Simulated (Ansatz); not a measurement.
For 3C-SiC, BLYP in Ansatz (plane waves, PAW) gives:

| Property | Result |
|---|---|
| equilibrium lattice constant a | 4.412 Å |
| bulk modulus | 198 GPa |
| cohesive energy | 5.79 eV/atom |

Problem. What does r²SCAN-D4 (Ansatz, a program for electronic structure, plane waves, PAW) give for the same quantities?

Solution. 
- lattice constant a: 4.347 Å (shrinks by 1.5 %)
- bulk modulus: 230 GPa (grows by 16 %)
- cohesive energy: 6.56 eV/atom (grows by 0.77 eV/atom)

For comparison: lattice constant a 4.346 Å (measured, static lattice: zero-point anharmonic expansion removed, our sources range from 4.341 to 4.348; as tabulated in Mejia-Rodriguez and Trickey (2018), arXiv:1807.09216); bulk modulus 229 GPa (measured, 0 K value with the zero-point phonon effect removed; as tabulated in Mejia-Rodriguez and Trickey (2018), arXiv:1807.09216); cohesive energy 6.48 eV/atom (measured, static lattice: zero-point vibration energy added; as tabulated in Mejia-Rodriguez and Trickey (2018), arXiv:1807.09216).

Changes are worked out from the printed values.

Unless a cell is named, each level is at its own relaxed cell (BLYP 10.73, r²SCAN-D4 10.27 Å³/atom).

Ansatz's density-functional and Hartree–Fock values are scalar-relativistic unless marked +SOC, with PAW data made under PBE.
